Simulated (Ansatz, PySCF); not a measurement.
This PySCF input computes a PBE/def2-TZVPD energy:

```python
from pyscf import gto, scf, dft

mol = gto.M(
    atom='''
    C    -0.00000000   -0.00000000   -1.11416072
    S     0.00000000    0.00000000    0.41781027
    ''',
    basis='def2-tzvpd',
    charge=0,
    spin=0,
    verbose=4,
)

mf = dft.RKS(mol, xc='pbe').density_fit(auxbasis='def2-universal-jkfit')
mf.grids.level = 3
mf.conv_tol = 1e-9
mf.max_cycle = 100
mf.max_memory = 1500
mf.kernel()
if not mf.converged:
    mf = mf.newton()
    mf.kernel(mf.make_rdm1())
mf.analyze()
```

Q: Write an input for the same energy in Ansatz (a quantum-chemistry and plane-wave program) and say what it gives.

A: 
Ansatz 0.2 input:
```yaml
crystal:
  periodic: [false, false, false]
  atoms:
    - {symbol: C, position_ang: [-0.00000000, -0.00000000, -1.11416072]}
    - {symbol: S, position_ang: [0.00000000, 0.00000000, 0.41781027]}
basis:
  gaussian:
    orbitals: def2-TZVPD
hamiltonian:
  xc: {name: PBE}
output: {forces: true}
```
It gives -436.02136 Eh, and PySCF -436.02138 Eh, a difference of 0.02 mEh, from the treatment of integrals and grids.
